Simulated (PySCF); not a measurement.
# Peak assignment

Molfile (atoms numbered from 1):
```
C3H4N2
     RDKit          3D

  9  8  0  0  0  0  0  0  0  0999 V2000
   -1.4022    0.3352   -0.2568 C   0  0  0  0  0  0  0  0  0  0  0  0
   -0.1011    0.5107    0.2813 N   0  0  0  0  0  0  0  0  0  0  0  0
    0.8095   -0.3287    0.0555 C   0  0  0  0  0  0  0  0  0  0  0  0
    2.1103   -0.1609    0.5928 C   0  0  0  0  0  0  0  0  0  0  0  0
    3.1761   -0.0730    1.0033 N   0  0  0  0  0  0  0  0  0  0  0  0
   -1.6371    1.2168   -0.8555 H   0  0  0  0  0  0  0  0  0  0  0  0
   -2.1061    0.3146    0.5769 H   0  0  0  0  0  0  0  0  0  0  0  0
   -1.5201   -0.5715   -0.8663 H   0  0  0  0  0  0  0  0  0  0  0  0
    0.6843   -1.2373   -0.5564 H   0  0  0  0  0  0  0  0  0  0  0  0
  1  2  1  0
  2  3  2  0
  3  4  1  0
  4  5  3  0
  1  6  1  0
  1  7  1  0
  1  8  1  0
  3  9  1  0
M  END
```

One conformer, non-relativistic Hamiltonian, rapidly exchanging positions averaged, no solvent. Structure optimised with GFN2-xTB; shieldings: GIAO PBE0/pcSseg-1; PySCF 2.14.0 with density-fitted response routines.

Referencing at the same level of theory: TMS for 13C (186.93 ppm) and 1H (31.72 ppm).

Question: Assign these signals to the numbered atoms. 13C{1H} NMR (computed): δ 139.9, 120.3, 53.0.

Answer: 
139.9 → C3, C=N carbon
120.3 → C4, nitrile carbon: this is the usual window of a C≡N carbon, which has no attached hydrogen
53.0 → C1, methyl carbon bonded to N: deshielded by the electronegative neighbour

Question: Assign these signals to the numbered atoms. 1H NMR (300 MHz, computed): δ 7.41 (s, 1H), 4.02 (s, 3H).

Answer: 
```tsv
δ (ppm)	atoms	environment	reason
7.41	H9	hydrogen on a C=N carbon	–
4.02	H6/H7/H8	hydrogen on a methyl carbon bonded to N	its carbon carries N, an electronegative neighbour
```

Shifts are as computed. Against solution values, carbons near 30 ppm lie about +3 ppm off and those near 130 ppm about +5 ppm (rms about the fit 2.1 ppm; single classes can miss by 10 ppm). Of 1328 compounds with measured shifts, 309 miss one by over three times the rms of a fit or turn the order of signals round; such compounds aren't used in these exercises. Signals without a measured value on file couldn't be tested in this way; 1H shifts scatter by 0.2 ppm about their fit, and single ones miss by 0.5 ppm. Multiplicities follow the n + 1 count of equivalent neighbours, as no J values were calculated; m marks all less simple cases, F and P coupling included.
